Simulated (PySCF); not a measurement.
# One shape, several levels: C2H3F2N (SMILES F/C=N\CF)

We compute a comparison of 6 runs (HF/3-21G, B3LYP/6-31G*, CAM-B3LYP/cc-pVDZ, PBE0/def2-SVP, SVWN5/def2-SVP, TPSSh/6-31+G*) of C2H3F2N. The job is set up through a Python script.

Program for the calculation: PySCF 2.14.0.

## 1. The molecule

The species is C2H3F2N (8 atoms), meant as a singlet with charge 0. SMILES: `F/C=N\CF`. The shape is that of a PBE0-D4/def2-TZVP optimisation. This is one conformer, not always the lowest.

Bond lengths: F1–C2 1.335 Å, C2–N3 1.239 Å, N3–C4 1.409 Å, C4–F5 1.379 Å, C2–H6 1.087 Å, C4–H7 1.095 Å, C4–H8 1.095 Å. Angles: F1–C2–N3 126.7°, C2–N3–C4 128.4°, N3–C4–F5 116.3°, F1–C2–H6 110.8°, N3–C2–H6 122.5°, N3–C4–H7 108.1°, N3–C4–H8 108.1°, F5–C4–H7 107.5°, F5–C4–H8 107.5°, H7–C4–H8 109.2°.

## 2. Energy and gradient at HF/3-21G (run 1)

The input, job.py:

```python
import pyscf.grad
from pyscf import gto, scf

system = gto.M(
    atom=[
    ('F', (-1.098000, 1.596800, -0.144400)),
    ('C', (-0.739500, 0.729600, 0.805700)),
    ('N', (0.001900, -0.254300, 0.669300)),
    ('C', (0.648200, -0.708100, -0.497600)),
    ('F', (0.433400, 0.032200, -1.641000)),
    ('H', (-1.190600, 0.993000, 1.758900)),
    ('H', (0.310400, -1.729700, -0.698300)),
    ('H', (1.726200, -0.716500, -0.308200)),
],
    spin=0,
    basis='3-21g',
    charge=0,
    verbose=4,
    max_memory=1860,
)

calc0 = scf.RHF(system)
calc0.conv_tol = 1e-10
calc0.kernel()
if not calc0.converged:
    calc0 = calc0.newton().run(calc0.mo_coeff, calc0.mo_occ)

etot = calc0.e_tot
print(f'total energy: {etot:.8f} hartree')
grad = calc0.Gradients().kernel()
dip = calc0.dip_moment()
pop, q = calc0.mulliken_pop()
```

On the command line:

```sh
$ OMP_NUM_THREADS=1 python job.py
```

The program printed:

```text
PySCF version 2.14.0

[... 66 lines left out ...]
converged SCF energy = -328.966220936366
total energy: -328.96622094 hartree
[... 11 lines left out ...]
Dipole moment(X, Y, Z, Debye):  0.22834, -0.95223,  1.64556
[... 21 lines left out ...]
pop of  2 N 3s            1.36274
pop of  2 N 2px           0.53333
pop of  2 N 2py           0.61237
pop of  2 N 2pz           0.66712
pop of  2 N 3px           0.63877
pop of  2 N 3py           0.68843
pop of  2 N 3pz           0.82429
pop of  3 C 1s            1.98688
pop of  3 C 2s            0.38997
pop of  3 C 3s            0.87417
pop of  3 C 2px           0.58257
pop of  3 C 2py           0.52826
pop of  3 C 2pz           0.42347
pop of  3 C 3px           0.46314
pop of  3 C 3py           0.38662
pop of  3 C 3pz           0.14272
pop of  4 F 1s            1.98516
pop of  4 F 2s            0.44450
pop of  4 F 3s            1.55519
pop of  4 F 2px           0.89840
pop of  4 F 2py           0.83307
pop of  4 F 2pz           0.72617
pop of  4 F 3px           1.03594
pop of  4 F 3py           0.99449
pop of  4 F 3pz           0.92991
pop of  5 H 1s            0.48320
pop of  5 H 2s            0.26128
pop of  6 H 1s            0.48633
pop of  6 H 2s            0.27980
pop of  7 H 1s            0.48633
pop of  7 H 2s            0.27979
 ** Mulliken atomic charges  **
charge of    0F =     -0.37250
charge of    1C =      0.53013
charge of    2N =     -0.70028
charge of    3C =      0.22221
charge of    4F =     -0.40283
charge of    5H =      0.25552
charge of    6H =      0.23387
charge of    7H =      0.23388
```

Run time: 2.7 s. Hardware: 1 thread of Intel Xeon at 2.70GHz, shared host; peak memory 0.12 GiB.

## 3. Energy and forces at B3LYP/6-31G(d) (Cartesian functions) (run 2)

The input, calc.py:

```python
import pyscf.grad
from pyscf import gto, dft

system = gto.M(
    atom='''
F       -1.098000       1.596800      -0.144400
C       -0.739500       0.729600       0.805700
N        0.001900      -0.254300       0.669300
C        0.648200      -0.708100      -0.497600
F        0.433400       0.032200      -1.641000
H       -1.190600       0.993000       1.758900
H        0.310400      -1.729700      -0.698300
H        1.726200      -0.716500      -0.308200
''',
    verbose=4,
    spin=0,
    basis='6-31g*',
    charge=0,
    max_memory=1860,
    cart=True,
)

calc0 = dft.RKS(system)
calc0.xc = 'b3lyp'
calc0.conv_tol = 1e-10
calc0.grids.level = 5
calc0.kernel()
if not calc0.converged:
    calc0 = calc0.newton().run(calc0.mo_coeff, calc0.mo_occ)

e_final = calc0.e_tot
print('E(%s) = %.9f' % ('B3LYP', e_final))
grad = calc0.Gradients().kernel()
dip = calc0.dip_moment()
pop, q = calc0.mulliken_pop()
```

On the command line:

```sh
$ OMP_NUM_THREADS=1 python calc.py
```

The program printed:

```text
PySCF version 2.14.0

[... 79 lines left out ...]
converged SCF energy = -332.416362520167
[... 13 lines left out ...]
Dipole moment(X, Y, Z, Debye):  0.09091, -0.58118,  1.18054
[... 51 lines left out ...]
pop of  3  C 2pz          0.56199
pop of  3  C 3px          0.26860
pop of  3  C 3py          0.23144
pop of  3  C 3pz          0.12565
pop of  3  C 3dxx         0.01010
pop of  3  C 3dxy         0.00705
pop of  3  C 3dxz         0.01707
pop of  3  C 3dyy         0.00828
pop of  3  C 3dyz         0.02118
pop of  3  C 3dzz         0.00694
pop of  4  F 1s           1.99323
pop of  4  F 2s           0.94469
pop of  4  F 3s           0.97373
pop of  4  F 2px          1.18949
pop of  4  F 2py          1.11731
pop of  4  F 2pz          1.00560
pop of  4  F 3px          0.73034
pop of  4  F 3py          0.67871
pop of  4  F 3pz          0.61138
pop of  4  F 3dxx         0.00667
pop of  4  F 3dxy         0.00119
pop of  4  F 3dxz         0.00273
pop of  4  F 3dyy         0.01298
pop of  4  F 3dyz         0.00541
pop of  4  F 3dzz         0.02486
pop of  5  H 1s           0.53386
pop of  5  H 2s           0.30521
pop of  6  H 1s           0.53800
pop of  6  H 2s           0.30337
pop of  7  H 1s           0.53801
pop of  7  H 2s           0.30336
 ** Mulliken atomic charges  **
charge of    0F =     -0.23147
charge of    1C =      0.28133
charge of    2N =     -0.36387
charge of    3C =      0.13414
charge of    4F =     -0.29832
charge of    5H =      0.16093
charge of    6H =      0.15863
charge of    7H =      0.15863
```

Wall time 28 s (1 thread of Intel Xeon at 2.70GHz, shared host); peak memory 0.79 GiB.

## 4. Energy and gradient at CAM-B3LYP/cc-pVDZ (run 3)

The input, input.py:

```python
import pyscf.grad
from pyscf import gto, dft

mol = gto.M(
    atom='''
F     -1.098000     1.596800    -0.144400
C     -0.739500     0.729600     0.805700
N      0.001900    -0.254300     0.669300
C      0.648200    -0.708100    -0.497600
F      0.433400     0.032200    -1.641000
H     -1.190600     0.993000     1.758900
H      0.310400    -1.729700    -0.698300
H      1.726200    -0.716500    -0.308200
''',
    spin=0,
    max_memory=1860,
    basis='cc-pvdz',
    verbose=3,
)

myscf = dft.RKS(mol, xc='cam-b3lyp')
myscf.grids.level = 5
myscf.conv_tol = 1e-10
myscf.kernel()
if not myscf.converged:
    myscf = myscf.newton().run(myscf.mo_coeff, myscf.mo_occ)

energy = myscf.e_tot
print('E = %.10f Eh' % energy)
grad = myscf.Gradients().kernel()
dip = myscf.dip_moment()
pop, q = myscf.mulliken_pop()
```

On the command line:

```sh
$ OMP_NUM_THREADS=1 python input.py
```

The program printed:

```text
converged SCF energy = -332.323291917956
E = -332.3232919180 Eh
--------------- RKS gradients ---------------
         x                y                z
0 F     0.0005590327    -0.0025865666     0.0046907070
1 C     0.0014748596    -0.0028153221     0.0019632817
2 N    -0.0028616003     0.0061895756    -0.0057138635
3 C     0.0006045343    -0.0023915229     0.0041044641
4 F     0.0017312687    -0.0030852760     0.0017182561
5 H     0.0024820090    -0.0012845196    -0.0056663107
6 H     0.0012061282     0.0052785862     0.0003307195
7 H    -0.0051938323     0.0007006477    -0.0014310393
----------------------------------------------
Dipole moment(X, Y, Z, Debye):  0.14266, -0.71390,  1.33730
 ** Mulliken pop  **
pop of  0 F 1s            2.00609
pop of  0 F 2s            0.89801
pop of  0 F 3s            0.97775
pop of  0 F 2px           1.16524
pop of  0 F 2py           1.08662
pop of  0 F 2pz           1.08911
pop of  0 F 3px           0.68454
pop of  0 F 3py           0.62417
pop of  0 F 3pz           0.60857
pop of  0 F 3dxy          0.00079
pop of  0 F 3dyz          0.00238
pop of  0 F 3dz^2         0.00119
pop of  0 F 3dxz          0.00102
pop of  0 F 3dx2-y2       0.00086
pop of  1 C 1s            2.01139
pop of  1 C 2s            0.69165
pop of  1 C 3s            0.33285
pop of  1 C 2px           0.65659
pop of  1 C 2py           0.65851
pop of  1 C 2pz           0.66631
pop of  1 C 3px           0.26540
pop of  1 C 3py           0.19862
pop of  1 C 3pz           0.13383
pop of  1 C 3dxy          0.02331
pop of  1 C 3dyz          0.05111
pop of  1 C 3dz^2         0.03153
pop of  1 C 3dxz          0.03180
pop of  1 C 3dx2-y2       0.03699
pop of  2 N 1s            2.01115
pop of  2 N 2s            0.76458
pop of  2 N 3s            0.68926
pop of  2 N 2px           0.73044
pop of  2 N 2py           0.81073
pop of  2 N 2pz           0.87333
pop of  2 N 3px           0.39127
pop of  2 N 3py           0.41808
pop of  2 N 3pz           0.50259
pop of  2 N 3dxy          0.00643
pop of  2 N 3dyz          0.00623
pop of  2 N 3dz^2         0.00823
pop of  2 N 3dxz          0.00570
pop of  2 N 3dx2-y2       0.01116
pop of  3 C 1s            2.01224
pop of  3 C 2s            0.68452
pop of  3 C 3s            0.27715
pop of  3 C 2px           0.75435
pop of  3 C 2py           0.69236
pop of  3 C 2pz           0.57563
pop of  3 C 3px           0.23627
pop of  3 C 3py           0.20348
pop of  3 C 3pz           0.13608
pop of  3 C 3dxy          0.01255
pop of  3 C 3dyz          0.03682
pop of  3 C 3dz^2         0.04844
pop of  3 C 3dxz          0.03021
pop of  3 C 3dx2-y2       0.02270
pop of  4 F 1s            2.00604
pop of  4 F 2s            0.89146
pop of  4 F 3s            0.99952
pop of  4 F 2px           1.20010
pop of  4 F 2py           1.12726
pop of  4 F 2pz           1.01394
pop of  4 F 3px           0.71528
pop of  4 F 3py           0.66893
pop of  4 F 3pz           0.60306
pop of  4 F 3dxy          0.00038
pop of  4 F 3dyz          0.00207
pop of  4 F 3dz^2         0.00159
pop of  4 F 3dxz          0.00089
pop of  4 F 3dx2-y2       0.00048
pop of  5 H 1s            0.74685
pop of  5 H 2s            0.18509
pop of  5 H 2px           0.00643
pop of  5 H 2py           0.00364
pop of  5 H 2pz           0.01676
pop of  6 H 1s            0.75272
pop of  6 H 2s            0.18281
pop of  6 H 2px           0.00648
pop of  6 H 2py           0.01610
pop of  6 H 2pz           0.00290
pop of  7 H 1s            0.75272
pop of  7 H 2s            0.18281
pop of  7 H 2px           0.01785
pop of  7 H 2py           0.00470
pop of  7 H 2pz           0.00294
 ** Mulliken atomic charges  **
charge of    0F =     -0.14635
charge of    1C =      0.21011
charge of    2N =     -0.22917
charge of    3C =      0.27720
charge of    4F =     -0.23098
charge of    5H =      0.04123
charge of    6H =      0.03898
charge of    7H =      0.03898
```

Run time: 44 s. Hardware: 1 thread of Intel Xeon at 2.70GHz, shared host; peak memory 0.83 GiB.

Runs 4 to 5 aren't shown in full; the table further down has their settings and results.

## 5. Energy and forces at TPSSh/6-31+G(d) (spherical functions) (run 6)

The input, input.py:

```python
from pyscf import gto, dft

mol = gto.M(
    atom=[
    ('F', (-1.098000, 1.596800, -0.144400)),
    ('C', (-0.739500, 0.729600, 0.805700)),
    ('N', (0.001900, -0.254300, 0.669300)),
    ('C', (0.648200, -0.708100, -0.497600)),
    ('F', (0.433400, 0.032200, -1.641000)),
    ('H', (-1.190600, 0.993000, 1.758900)),
    ('H', (0.310400, -1.729700, -0.698300)),
    ('H', (1.726200, -0.716500, -0.308200)),
],
    basis='6-31+g*',
    max_memory=1860,
    verbose=4,
)

myscf = dft.RKS(mol, xc='tpssh')
myscf.grids.level = 5
myscf.conv_tol = 1e-10
myscf.kernel()
if not myscf.converged:
    myscf = myscf.newton().run(myscf.mo_coeff, myscf.mo_occ)

energy = myscf.e_tot
print(f'total energy: {energy:.8f} hartree')
grad = myscf.nuc_grad_method().kernel()
dip = myscf.dip_moment()
pop, q = myscf.mulliken_pop()
```

On the command line:

```sh
$ OMP_NUM_THREADS=1 python input.py
```

The program printed:

```text
PySCF version 2.14.0

[... 75 lines left out ...]
converged SCF energy = -332.43811508048
total energy: -332.43811508 hartree
[... 12 lines left out ...]
Dipole moment(X, Y, Z, Debye):  0.17347, -0.79907,  1.44681
[... 66 lines left out ...]
pop of  3 C 4py           0.00884
pop of  3 C 4pz           0.01653
pop of  3 C 3dxy          0.00745
pop of  3 C 3dyz          0.02188
pop of  3 C 3dz^2         0.02792
pop of  3 C 3dxz          0.01772
pop of  3 C 3dx2-y2       0.01793
pop of  4 F 1s            1.99750
pop of  4 F 2s            0.94126
pop of  4 F 3s            1.03973
pop of  4 F 4s           -0.02888
pop of  4 F 2px           1.18088
pop of  4 F 2py           1.11397
pop of  4 F 2pz           1.00531
pop of  4 F 3px           0.68904
pop of  4 F 3py           0.64072
pop of  4 F 3pz           0.57490
pop of  4 F 4px           0.05616
pop of  4 F 4py           0.03798
pop of  4 F 4pz           0.02843
pop of  4 F 3dxy          0.00117
pop of  4 F 3dyz          0.00506
pop of  4 F 3dz^2         0.00433
pop of  4 F 3dxz          0.00265
pop of  4 F 3dx2-y2       0.00148
pop of  5 H 1s            0.53446
pop of  5 H 2s            0.26175
pop of  6 H 1s            0.53949
pop of  6 H 2s            0.25336
pop of  7 H 1s            0.53949
pop of  7 H 2s            0.25335
 ** Mulliken atomic charges  **
charge of    0F =     -0.23101
charge of    1C =      0.18546
charge of    2N =     -0.18395
charge of    3C =     -0.09692
charge of    4F =     -0.29169
charge of    5H =      0.20379
charge of    6H =      0.20715
charge of    7H =      0.20716
```

It took 52 s on 1 thread of Intel Xeon at 2.70GHz, shared host; peak memory 0.95 GiB.

## 6. All runs side by side

| run | level | Cartesian functions | integration grid | energy (Eh) | dipole moment (D) | HOMO energy (eV) | LUMO energy (eV) | wall time |
| --- | --- | --- | --- | --- | --- | --- | --- | --- |
| 1 | HF/3-21G | no | – | -328.966221 | 1.91 | -11.90 | 4.48 | 2.7 s |
| 2 | B3LYP/6-31G* (Cartesian functions) | yes | 5 | -332.416363 | 1.32 | -8.10 | -0.01 | 28 s |
| 3 | CAM-B3LYP/cc-pVDZ | no | 5 | -332.323292 | 1.52 | -9.87 | 1.38 | 44 s |
| 4 | PBE0/def2-SVP | no | 5 | -331.828621 | 1.51 | -8.58 | -0.02 | 24 s |
| 5 | SVWN5/def2-SVP | no | 5 | -329.757981 | 1.36 | -7.01 | -1.29 | 14 s |
| 6 | TPSSh/6-31+G* (spherical functions) | no | 5 | -332.438115 | 1.66 | -8.00 | -0.79 | 52 s |

## 7. Summary of results

```
                       quantity          value
            run 6: total energy  -332.43812 Eh
           run 6: dipole moment         1.66 D
             run 6: HOMO energy       -8.00 eV
             run 6: LUMO energy       -0.79 eV
           run 6: HOMO–LUMO gap        7.21 eV
run 6: largest force on an atom     0.973 eV/Å
```

The dipole moment (its size) runs from 1.32 D (B3LYP/6-31G*) to 1.91 D (HF/3-21G). The two ends differ in method and basis. The HOMO–LUMO gap runs from 5.72 eV (SVWN5/def2-SVP) to 16.38 eV (HF/3-21G). Totals of different functionals can't be ranked against each other. All runs together took 2.7 min, the longest 52 s.
